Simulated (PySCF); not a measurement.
Species: ClH.
SMILES: `Cl`

Method: PBE/def2-TZVP geometry optimisation, gas phase (PySCF 2.14.0).

Take the most abundant isotopes and a rigid rotor. 

Problem. What are the moment of inertia and the rotational constant?

Solution. I = 1.629 u·Å², B = 505379 MHz·u·Å²/I = 310228 MHz (10.3481 cm⁻¹, or 14.889 K as hB/k). For two atoms I = μr² with μ = 0.9796 u and r = 1.2896 Å.

Problem. List the first levels of a rigid rotor in a Σ state.

Solution. E(J) = BJ(J+1): J = 1: 20.696, J = 2: 62.088, J = 3: 124.177, J = 4: 206.962, J = 5: 310.442, J = 6: 434.619 cm⁻¹.

Problem. Where do the first rotational lines fall?

Solution. The dipole is 1.24 D; J+1 ← J lies at 2B(J+1): 1 ← 0 at 620.46 GHz, 2 ← 1 at 1240.91 GHz, 3 ← 2 at 1861.37 GHz, 4 ← 3 at 2481.82 GHz, 5 ← 4 at 3102.28 GHz, 6 ← 5 at 3722.73 GHz.

Whether it is a minimum is left open (no frequencies). No vibrational averaging or centrifugal distortion is included, and the geometry carries the error of its method.
